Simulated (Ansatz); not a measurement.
A made-up structure of CH6AlB, singlet:

```json
{"atom": "C1", "x (Å)": "-0.6667", "y (Å)": "0.8193", "z (Å)": "-0.5626"}
{"atom": "B2", "x (Å)": "0.4958", "y (Å)": "0.0207", "z (Å)": "-0.4436"}
{"atom": "Al3", "x (Å)": "0.5472", "y (Å)": "-0.9527", "z (Å)": "1.0518"}
{"atom": "H4", "x (Å)": "-1.2995", "y (Å)": "0.1045", "z (Å)": "-1.2456"}
{"atom": "H5", "x (Å)": "-0.2854", "y (Å)": "1.6285", "z (Å)": "-1.0396"}
{"atom": "H6", "x (Å)": "-1.3820", "y (Å)": "1.1523", "z (Å)": "0.3080"}
{"atom": "H7", "x (Å)": "1.4254", "y (Å)": "-0.0966", "z (Å)": "-1.3378"}
{"atom": "H8", "x (Å)": "-0.1925", "y (Å)": "-2.4131", "z (Å)": "1.0040"}
{"atom": "H9", "x (Å)": "1.3578", "y (Å)": "-0.2629", "z (Å)": "2.2654"}
```

It is relaxed with PBE-D4/def2-SVP and then PBE0-D4/def2-TZVP (Ansatz 0.2.0). Atoms count as bonded within 1.22 times the sum of their covalent radii (H–H: 0.88 Å). The end point is not checked to be a true minimum.

Q: Does its bonding change? (A judgement: the text doesn't fix the answer.)

A: By the calculation: No: no bond forms or breaks.

Where it ends: The first stage lowers the energy by 2.12 eV in 9 steps. It ends as CH₆AlB ([CH3][BH][AlH2]):
```
atom    x (Å)    y (Å)    z (Å)
  C1  -0.7468   0.9848  -0.7648
  B2   0.4483   0.0409  -0.4356
 Al3   0.6781  -1.1777   1.2936
  H4  -1.3655   0.3670  -1.4412
  H5  -0.4744   1.8632  -1.3567
  H6  -1.3948   1.2817   0.0611
  H7   1.2915  -0.0397  -1.2958
  H8   0.0624  -2.6485   1.3752
  H9   1.5013  -0.6716   2.5642
```

Labels in which every atom is bracketed show which atoms are joined, not bond orders.

For scale, one of the runs: PBE0-D4/def2-TZVP relaxation, 135 basis functions, launched by `ansatz run in.yaml --threads 2 --pin off --events-out ev --progress --plain --max-ram 4352MiB`. Hardware: 2 CPU threads of an Arm Neoverse V2, shared host. Wall time about 14 s.
